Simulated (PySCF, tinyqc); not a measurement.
Worked calculation: MP2 on RHF in the sto-3g basis, frozen core, for LiH, spin multiplicity 1. The lowest restricted solution is unstable here: a spin-polarised one lies 0.0160 hartree lower (PySCF). Computed by tinyqc, a small Python program that keeps every step (integrals from PySCF). Settings: charge = 0, multiplicity = 1, basis = sto-3g, method = RHF, frozen orbitals = 1, energy threshold = 1e-10, iteration cap = 72, orthogonalisation = symmetric, start = atomic densities, DIIS depth = 6. Command: `OMP_NUM_THREADS=1 python tinyqc.py 28170 28171 out.jsonl` (the two numbers bound the seeds that draw the settings). One thread of a shared host (Intel(R) Xeon(R) Processor @ 2.60GHz), about 0.1 s of CPU time with the checks. The early iterations of the SCF are left out here.

## One-electron integrals

Geometry (angstrom):

| atom | x | y | z |
|---|---|---|---|
| Li | 0.000000 | 0.000000 | 0.000000 |
| H | 0.000000 | 0.000000 | 2.364000 |

Basis sto-3g: exponents (1/bohr^2) and contraction coefficients of normalised primitives:

| element | l (shell) | exponent | coefficient |
|---|---|---|---|
| Li | s (1) | 16.119575 | 0.154329 |
| Li | s (1) | 2.936201 | 0.535328 |
| Li | s (1) | 0.794651 | 0.444635 |
| Li | s (2) | 0.636290 | -0.099967 |
| Li | s (2) | 0.147860 | 0.399513 |
| Li | s (2) | 0.048089 | 0.700115 |
| Li | p (3) | 0.636290 | 0.155916 |
| Li | p (3) | 0.147860 | 0.607684 |
| Li | p (3) | 0.048089 | 0.391957 |
| H | s (1) | 3.425251 | 0.154329 |
| H | s (1) | 0.623914 | 0.535328 |
| H | s (1) | 0.168855 | 0.444635 |

Overlap, kinetic and nuclear-attraction integrals over the contracted functions; the nuclear repulsion is the sum of Za Zb / Rab.

nuclear repulsion = 0.67154468 hartree

overlap S:
```
           1Li 1s    1Li 2s   1Li 2px   1Li 2py   1Li 2pz     2H 1s
1Li 1s   1.000000  0.241137  0.000000  0.000000  0.000000  0.011591
1Li 2s   0.241137  1.000000  0.000000  0.000000  0.000000  0.222325
1Li 2px  0.000000  0.000000  1.000000  0.000000  0.000000  0.000000
1Li 2py  0.000000  0.000000  0.000000  1.000000  0.000000  0.000000
1Li 2pz  0.000000  0.000000  0.000000  0.000000  1.000000  0.329240
2H 1s    0.011591  0.222325  0.000000  0.000000  0.329240  1.000000
```

kinetic energy T (hartree):
```
            1Li 1s     1Li 2s   1Li 2px   1Li 2py   1Li 2pz      2H 1s
1Li 1s    3.576786  -0.020237  0.000000  0.000000  0.000000  -0.005559
1Li 2s   -0.020237   0.102163  0.000000  0.000000  0.000000   0.006969
1Li 2px   0.000000   0.000000  0.319682  0.000000  0.000000   0.000000
1Li 2py   0.000000   0.000000  0.000000  0.319682  0.000000   0.000000
1Li 2pz   0.000000   0.000000  0.000000  0.000000  0.319682   0.036147
2H 1s    -0.005559   0.006969  0.000000  0.000000  0.036147   0.760032
```

nuclear attraction V (hartree):
```
            1Li 1s     1Li 2s    1Li 2px    1Li 2py    1Li 2pz      2H 1s
1Li 1s   -8.206730  -1.018321   0.000000   0.000000  -0.007378  -0.045853
1Li 2s   -1.018321  -1.424739   0.000000   0.000000  -0.079457  -0.333222
1Li 2px   0.000000   0.000000  -1.395627   0.000000   0.000000   0.000000
1Li 2py   0.000000   0.000000   0.000000  -1.395627   0.000000   0.000000
1Li 2pz  -0.007378  -0.079457   0.000000   0.000000  -1.453843  -0.498346
2H 1s    -0.045853  -0.333222   0.000000   0.000000  -0.498346  -1.898126
```

core Hamiltonian H = T + V (hartree):
```
            1Li 1s     1Li 2s    1Li 2px    1Li 2py    1Li 2pz      2H 1s
1Li 1s   -4.629943  -1.038559   0.000000   0.000000  -0.007378  -0.051412
1Li 2s   -1.038559  -1.322575   0.000000   0.000000  -0.079457  -0.326253
1Li 2px   0.000000   0.000000  -1.075945   0.000000   0.000000   0.000000
1Li 2py   0.000000   0.000000   0.000000  -1.075945   0.000000   0.000000
1Li 2pz  -0.007378  -0.079457   0.000000   0.000000  -1.134161  -0.462199
2H 1s    -0.051412  -0.326253   0.000000   0.000000  -0.462199  -1.138095
```

## Two-electron integrals

Functions are numbered as in S; the eight-fold symmetry (ij|kl) = (ji|kl) = (kl|ij) leaves the list below.

Two-electron integrals (ij|kl) in chemists' order, unique and non-zero (hartree):
```
(11|11) 1.680395   (21|11) 0.265420   (21|21) 0.049941   (22|11) 0.397727
(22|21) 0.092860   (22|22) 0.290562   (31|31) 0.008981   (32|31) 0.013788
(32|32) 0.064184   (33|11) 0.396640   (33|21) 0.092880   (33|22) 0.290497
(33|33) 0.312946   (41|41) 0.008981   (42|41) 0.013788   (42|42) 0.064184
(43|43) 0.016869   (44|11) 0.396640   (44|21) 0.092880   (44|22) 0.290497
(44|33) 0.279207   (44|44) 0.312946   (51|51) 0.008981   (52|51) 0.013788
(52|52) 0.064184   (53|53) 0.016869   (54|54) 0.016869   (55|11) 0.396640
(55|21) 0.092880   (55|22) 0.290497   (55|33) 0.279207   (55|44) 0.279207
(55|55) 0.312946   (61|11) 0.011920   (61|21) 0.002282   (61|22) 0.004413
(61|33) 0.004354   (61|44) 0.004354   (61|51) 0.000320   (61|52) 0.000628
(61|55) 0.004534   (61|61) 0.000118   (62|11) 0.062651   (62|21) 0.014970
(62|22) 0.054536   (62|33) 0.051283   (62|44) 0.051283   (62|51) 0.002237
(62|52) 0.017336   (62|55) 0.060992   (62|61) 0.000849   (62|62) 0.022153
(63|31) 0.000764   (63|32) 0.004456   (63|53) 0.002170   (63|63) 0.001024
(64|41) 0.000764   (64|42) 0.004456   (64|54) 0.002170   (64|64) 0.001024
(65|11) 0.088772   (65|21) 0.021308   (65|22) 0.079279   (65|33) 0.073885
(65|44) 0.073885   (65|51) 0.003435   (65|52) 0.026870   (65|55) 0.089994
(65|61) 0.001229   (65|62) 0.034192   (65|65) 0.052991   (66|11) 0.223827
(66|21) 0.053961   (66|22) 0.215281   (66|33) 0.198136   (66|44) 0.198136
(66|51) 0.007354   (66|52) 0.075193   (66|55) 0.249385   (66|61) 0.003054
(66|62) 0.117493   (66|65) 0.185262   (66|66) 0.774606
```

## Orthogonalisation

S = U s U^T; symmetric (Loewdin) form X = U s^(-1/2) U^T, so that X^T S X = 1.

eigenvalues of S: 0.578470  0.809235  1.000000  1.000000  1.182281  1.430014

X:
```
            1Li 1s     1Li 2s   1Li 2px   1Li 2py    1Li 2pz      2H 1s
1Li 1s    1.023350  -0.128617  0.000000  0.000000  -0.004929   0.017120
1Li 2s   -0.128617   1.045260  0.000000  0.000000   0.032190  -0.127443
1Li 2px   0.000000   0.000000  1.000000  0.000000   0.000000   0.000000
1Li 2py   0.000000   0.000000  0.000000  1.000000   0.000000   0.000000
1Li 2pz  -0.004929   0.032190  0.000000  0.000000   1.046093  -0.183384
2H 1s     0.017120  -0.127443  0.000000  0.000000  -0.183384   1.067656
```

## Iteration 9 (converged): orbitals

converged F (hartree):
```
            1Li 1s     1Li 2s   1Li 2px   1Li 2py    1Li 2pz      2H 1s
1Li 1s   -2.370324  -0.643851  0.000000  0.000000   0.013453  -0.032041
1Li 2s   -0.643851  -0.205639  0.000000  0.000000  -0.051630  -0.176679
1Li 2px   0.000000   0.000000  0.158095  0.000000   0.000000   0.000000
1Li 2py   0.000000   0.000000  0.000000  0.158095   0.000000   0.000000
1Li 2pz   0.013453  -0.051630  0.000000  0.000000   0.073031  -0.176067
2H 1s    -0.032041  -0.176679  0.000000  0.000000  -0.176067  -0.066257
```

Diagonalise F' = X^T F X, C = X C', fill 2 alpha and 2 beta electrons from the bottom; D = 2 C_occ C_occ^T. Each column has its largest component positive (the first on a tie).

F' = X^T F X (hartree):
```
           1          2         3         4          5          6
1  -2.316760  -0.360681  0.000000  0.000000   0.010817   0.026679
2  -0.360681  -0.047890  0.000000  0.000000  -0.001521  -0.176181
3   0.000000   0.000000  0.158095  0.000000   0.000000   0.000000
4   0.000000   0.000000  0.000000  0.158095   0.000000   0.000000
5   0.010817  -0.001521  0.000000  0.000000   0.143588  -0.205808
6   0.026679  -0.176181  0.000000  0.000000  -0.205808   0.039060
```

orbital energies (hartree): MO1 -2.372760, MO2 -0.219728, MO3 0.067535, MO4 0.158095, MO5 0.158095, MO6 0.342952

coefficients C:
```
               MO1        MO2        MO3        MO4       MO5        MO6
1Li 1s    0.991548  -0.148581  -0.216655   0.000000  0.000000   0.109187
1Li 2s    0.033016   0.517247   0.800236   0.000000  0.000000  -0.466237
1Li 2px   0.000000   0.000000   0.000000  -0.603728  0.797190   0.000000
1Li 2py   0.000000   0.000000   0.000000   0.797190  0.603728   0.000000
1Li 2pz  -0.004274   0.316311  -0.576442   0.000000  0.000000  -0.834652
2H 1s    -0.001950   0.616047  -0.239026   0.000000  0.000000   0.867988
```

D after iteration 9:
```
            1Li 1s     1Li 2s   1Li 2px   1Li 2py    1Li 2pz      2H 1s
1Li 1s    2.010489  -0.088233  0.000000  0.000000  -0.102472  -0.186933
1Li 2s   -0.088233   0.537269  0.000000  0.000000   0.326939   0.637168
1Li 2px   0.000000   0.000000  0.000000  0.000000   0.000000   0.000000
1Li 2py   0.000000   0.000000  0.000000  0.000000   0.000000   0.000000
1Li 2pz  -0.102472   0.326939  0.000000  0.000000   0.200141   0.389741
2H 1s    -0.186933   0.637168  0.000000  0.000000   0.389741   0.759034
```

Within a degenerate level the vectors are fixed only up to a rotation; this is one choice.

## Convergence

Stop when the energy changes by less than 1e-10 hartree and every element of the error matrix X^T (F D S - S D F) X is below 3e-06.

Course of the cycle:

| iteration | E (hartree) | change | largest element of the error matrix |
|---|---|---|---|
| 1 | -7.61965696 | - | 8.97e-02 |
| 2 | -7.77447629 | -1.55e-01 | 8.13e-02 |
| 3 | -7.78365405 | -9.18e-03 | 4.54e-02 |
| 4 | -7.78758830 | -3.93e-03 | 6.87e-03 |
| 5 | -7.78786292 | -2.75e-04 | 1.55e-03 |
| 6 | -7.78787072 | -7.80e-06 | 1.86e-04 |
| 7 | -7.78787079 | -6.31e-08 | 1.66e-05 |
| 8 | -7.78787079 | -6.49e-10 | 2.74e-07 |
| 9 | -7.78787079 | -2.36e-13 | 4.03e-09 |

PySCF RHF in the same basis = -7.78787079 hartree

Converged in 9 iterations.

## Integrals over molecular orbitals

(pq|rs) = sum C_ip C_jq C_kr C_ls (ij|kl), one index at a time.

one-electron integrals over orbitals h = C^T H C (hartree):
```
           1          2          3          4          5          6
1  -4.621158   0.095670   0.159963   0.000000   0.000000  -0.051420
2   0.095670  -1.245769   0.004837   0.000000   0.000000   0.060343
3   0.159963   0.004837  -1.082464   0.000000   0.000000   0.015703
4   0.000000   0.000000   0.000000  -1.075945   0.000000   0.000000
5   0.000000   0.000000   0.000000   0.000000  -1.075945   0.000000
6  -0.051420   0.060343   0.015703   0.000000   0.000000  -1.020989
```

Two-electron integrals over orbitals (pq|rs), unique and non-zero (hartree); the lowest 1 orbital is frozen and left out:
```
(22|22) 0.437108    (32|22) -0.065541   (32|32) 0.027518    (33|22) 0.212225
(33|32) 0.016971    (33|33) 0.322318    (42|42) 0.020873    (43|42) 0.021082
(43|43) 0.041379    (44|22) 0.236011    (44|32) 0.018165    (44|33) 0.277729
(44|44) 0.312946    (52|52) 0.020873    (53|52) 0.021082    (53|53) 0.041379
(54|54) 0.016869    (55|22) 0.236011    (55|32) 0.018165    (55|33) 0.277729
(55|44) 0.279207    (55|55) 0.312946    (62|22) 0.103916    (62|32) -0.050791
(62|33) -0.016853   (62|44) -0.042256   (62|55) -0.042256   (62|62) 0.132157
(63|22) -0.062968   (63|32) 0.023057    (63|33) 0.037175    (63|44) 0.011133
(63|55) 0.011133    (63|62) -0.043501   (63|63) 0.035841    (64|42) -0.017643
(64|43) -0.010883   (64|64) 0.018573    (65|52) -0.017643   (65|53) -0.010883
(65|65) 0.018573    (66|22) 0.406311    (66|32) -0.050985   (66|33) 0.239527
(66|44) 0.254468    (66|55) 0.254468    (66|62) 0.083603    (66|63) -0.047320
(66|66) 0.398952
```

## Second-order Moller-Plesset energy

Hartree-Fock energy = -7.78787079 hartree

E2 = sum_ijab (ia|jb) [2 (ia|jb) - (ib|ja)] / (e_i + e_j - e_a - e_b) over occupied i, j and virtual a, b; the opposite-spin part is (ia|jb)^2 / denominator, the rest is same-spin, and SCS-MP2 scales them by 6/5 and 1/3.

Terms:

| i | j | a | b | (ia\|jb) | (ib\|ja) | denominator | term |
|---|---|---|---|---|---|---|---|
| 2 | 2 | 6 | 6 | 0.132157 | 0.132157 | -1.125362 | -0.015520 |
| 2 | 2 | 6 | 3 | -0.050791 | -0.050791 | -0.849944 | -0.003035 |
| 2 | 2 | 3 | 6 | -0.050791 | -0.050791 | -0.849944 | -0.003035 |
| 2 | 2 | 3 | 3 | 0.027518 | 0.027518 | -0.574527 | -0.001318 |
| 2 | 2 | 5 | 5 | 0.020873 | 0.020873 | -0.755646 | -0.000577 |
| 2 | 2 | 4 | 4 | 0.020873 | 0.020873 | -0.755646 | -0.000577 |

Pair energies (hartree; pair i-j sums ij and ji):

| pair | opposite spin | same spin |
|---|---|---|
| 2-2 | -0.024062 | 0 |

MP2 correlation energy = -0.02406152 hartree

SCS-MP2 correlation energy = -0.02887382 hartree

MP2 total energy = -7.81193231 hartree
